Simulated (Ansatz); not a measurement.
The input, for Ansatz 0.2.0:

```yaml
crystal:
  periodic: [false, false, false]
  atoms:
    - {symbol: Ga, position_ang: [0.000000, 0.000000, -0.095761]}
    - {symbol: H, position_ang: [0.000000, 2.638368, -0.343382]}
    - {symbol: H, position_ang: [0.000000, 0.663676, 3.655455]}
    - {symbol: H, position_ang: [0.000000, -2.638368, -0.343382]}
    - {symbol: H, position_ang: [0.000000, -0.663676, 3.655455]}
basis:
  gaussian: {orbitals: cc-pVDZ}
total_charge: 1
magnetization: {spin_polarized: false}
hamiltonian: {xc: {name: PBE0}, pseudopotentials: {relativity: none}}
correlation: {method: ccsd_t, electrons: all, diis_vectors: 12}
```

```sh
$ ansatz run in.yaml --threads 1 --pin off --events-out ev --progress --plain --max-ram 2393MiB
```

Log:

```
497 factors; integrals over basis functions are off by at most 8.1e-4 eV
mean field evaluation 1: about -52418.2691 eV, gradient 4.9e0 eV
mean field evaluation 2: about -52418.2876 eV, gradient 4.8e0 eV
mean field evaluation 4: about -52418.4250 eV, gradient 7.9e-1 eV
mean field evaluation 8: about -52418.4284 eV, gradient 3.6e-2 eV
mean field evaluation 16: about -52418.4284 eV, gradient 4.7e-6 eV
mean field -52418.42843748 eV, -1926.3417145904 hartree, gradient 4.4e-6 eV, S^2 0.000000; 0 other end points of the search recorded, 0 dependent functions left out; unrestricted orbitals would lower it
unrestricted determinant -52382.69890528 eV, -1925.0286785005 hartree, S^2 1.2927
reference -52378.55824120 eV, -1924.8765119023 hartree; 17, 17 occupied and 30, 30 virtual orbitals, 497 factors
second order -4.92404171 eV of doubles, -0.36134587 eV of singles
cycle   1  -4.46300613 eV  change    -1.1e0 eV  update   1.5e-1
cycle   2  -5.15847876 eV  change   -7.0e-1 eV  update   1.1e-1
cycle   3  -5.61360636 eV  change   -4.6e-1 eV  update   8.9e-2
cycle   4  -5.94001165 eV  change   -3.3e-1 eV  update   7.3e-2
cycle   5  -6.18276723 eV  change   -2.4e-1 eV  update   6.1e-2
cycle   6  -7.10655157 eV  change   -9.2e-1 eV  update   5.0e-2
cycle   7  -6.90066913 eV  change    2.1e-1 eV  update   1.2e-2
cycle   8  -6.95252591 eV  change   -5.2e-2 eV  update   1.1e-2
cycle   9  -7.02018674 eV  change   -6.8e-2 eV  update   5.8e-3
cycle  10  -7.02443105 eV  change   -4.2e-3 eV  update   1.4e-3
cycle  11  -7.01607412 eV  change    8.4e-3 eV  update   6.6e-4
cycle  12  -7.01897720 eV  change   -2.9e-3 eV  update   2.2e-4
cycle  13  -7.01897037 eV  change    6.8e-6 eV  update   5.9e-5
cycle  14  -7.01874427 eV  change    2.3e-4 eV  update   3.3e-5
cycle  15  -7.01869526 eV  change    4.9e-5 eV  update   8.8e-6
cycle  16  -7.01869241 eV  change    2.9e-6 eV  update   3.1e-6
cycle  17  -7.01869210 eV  change    3.1e-7 eV  update   1.9e-6
perturbative correction -0.25188017 eV, -0.0092564253 hartree
WARN: these amplitudes may be one of several solutions (largest doubles amplitude 0.76, level shift 7.91 eV)
Total energy: -52385.82881347 eV, -1925.1437005049 hartree
```

Ran on 1 thread of Arm Neoverse V2, shared host: 2.4 s wall, 0.18 GiB peak host memory.
